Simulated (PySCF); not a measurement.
**A basis-limit estimate, worked out**

An elementary step of CH4OSi, closed shell (CH₄OSi ([CH3][Si][OH]) → CH₄OSi ([CH3][SiH][O]); H–O broken or loosened, H–Si formed or tightened). “Start” and “end” are the PBE0-D4/def2-TZVP structures reached by relaxing down either side of its saddle point, with the molecules still in contact.

Computed with PySCF 2.14 with density fitting (its default auxiliary sets; JK sets also for MP2 and CCSD(T)) (basis: def2-TZVPP and def2-QZVPP); correlated methods freeze the cores.

Energies in eV:

| quantity | end | start |
| --- | --- | --- |
| Hartree–Fock, triple zeta (X = 3) | -10994.93759 | -10995.04163 |
| Hartree–Fock, quadruple zeta (X = 4) | -10995.34321 | -10995.44317 |
| MP2 correlation, X = 3 | -14.52159 | -14.24837 |
| MP2 correlation, X = 4 | -15.56802 | -15.30343 |
| CCSD(T) correlation, X = 3 | -15.74368 | -15.64323 |

Task: Work out the step energy at the basis limit: extrapolate Hartree–Fock as E(X) = E∞ + A exp(−7.88 √X) and the MP2 correlation as E(X) = E∞ + B X^−2.97 (the exponents that Neese and Valeev fitted for def2-TZVPP and QZVPP), then add CCSD(T) − MP2 in triple zeta.

Result: Each step is linear, so take the differences first (end − start): Hartree–Fock 0.10404 (X = 3) and 0.09996 (X = 4); MP2 correlation -0.27322 and -0.26459; CCSD(T) correlation -0.10045.
Two points give E∞ = E(4) + w [E(4) − E(3)], with w = 1/(exp(7.88 (2 − √3)) − 1) = 0.1377 for Hartree–Fock and w = 1/((4/3)^2.97 − 1) = 0.7407 for the correlation.
Hartree–Fock: 0.09996 + 0.1377 × (-0.00408) = 0.0994 eV.
MP2 correlation: -0.26459 + 0.7407 × 0.00863 = -0.2582 eV.
CCSD(T) − MP2: -0.10045 − (-0.27322) = 0.1728 eV.
Sum: 0.0994 + (-0.2582) + 0.1728 = 0.0140 eV, or 0.32 kcal/mol. Plain CCSD(T) in triple zeta gives 0.0036 eV, so the larger basis shifts the result by 0.0104 eV.

T1 diagnostic: at most 0.026. The T1 diagnostic is large here, which may signal multireference character or strong orbital relaxation, so CCSD(T) is less sure. The restricted Hartree–Fock reference is unstable towards an unrestricted one at one or more of these structures.

Labels in which every atom is bracketed show which atoms are joined, not bond orders.

For scale, one of the runs: CCSD(T)/def2-TZVPP, 160 basis functions, launched by `OMP_NUM_THREADS=4 python run.py`. Time: 67 s of wall clock on 4 CPU threads of an INTEL XEON PLATINUM 8581C; the host was shared. Peak host memory: 1.1 GiB.
